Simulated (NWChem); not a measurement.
Species: carbon tetrachloride (CCl₄); SMILES ClC(Cl)(Cl)Cl

```xyz
5

Cl    -0.6194     1.3459     0.9677
C     -0.0001     0.0000     0.0000
Cl     0.6177    -1.2637     1.0738
Cl    -1.3050    -0.6593    -0.9969
Cl     1.3067     0.5770    -1.0446
```
Atoms are numbered in this order, from 1.

Computed with NWChem. Medium grid unless said otherwise, to which SCAN and Minnesota functionals are sensitive. Coordinates come from a PBE0/def2-SVP optimisation.

Task: Estimate the computed values for r2SCAN/def2-TZVPD. Quantities: highest occupied level (eV); orbital gap (eV).

Result: The highest occupied level (eV) is -8.03 and the orbital gap (eV) comes out as 5.35.
